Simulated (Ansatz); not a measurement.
The same path of ClH3Si + H2O (8 atoms, charge 0, multiplicity 1) was run twice with different band settings. Lost on the way: Si1–Cl2, O6–H8. Made: Si1–O6, Cl2–H8.

All numbers below come from RKS B3LYP-D4/def2-SVP (Ansatz).

Relaxed end points:

```xyz
8
Properties=species:S:1:pos:R:3
Si 0.360 0.041 -0.061
Cl 0.309 -0.141 2.031
H 1.803 0.047 -0.428
H -0.264 1.320 -0.468
H -0.287 -1.144 -0.675
O -2.603 0.030 0.746
H -2.816 -0.914 0.723
H -2.159 0.131 1.601
```

```xyz
8
Properties=species:S:1:pos:R:3
Si -0.293 -0.098 -0.505
Cl -0.712 0.839 3.194
H 0.894 -0.895 -0.085
H -0.028 1.355 -0.379
H -0.633 -0.450 -1.914
O -1.619 -0.401 0.499
H -1.967 -1.302 0.517
H -1.299 0.324 2.143
```

Common settings: movable images 5; climbing image yes; spring 5.0 eV/Å²; optimiser quadratic models (default); start path through a guess of the saddle point; iteration limit 60; end points relaxed.

| run | force threshold |
| --- | --- |
| 1 | 0.05 eV/Å |
| 2 | 0.5 eV/Å |

(1) What does each run give, and how far can it be trusted?

Answers

(1) Run 1: converged after 23 iterations, highest image 0.915 eV above the first end. A vibrational analysis at the climbing image gives one clearly imaginary mode, 171i cm⁻¹: a first-order saddle point.
Run 2: converged after 9 iterations, highest image 0.884 eV above the first end. The threshold of 0.5 eV/Å is loose, so the images may lie well off the minimum-energy path. The order of the stationary point at the top wasn't checked.
The orbitals stay closed-shell, which can raise the energy where a bond breaks towards radicals; this wasn't checked here.
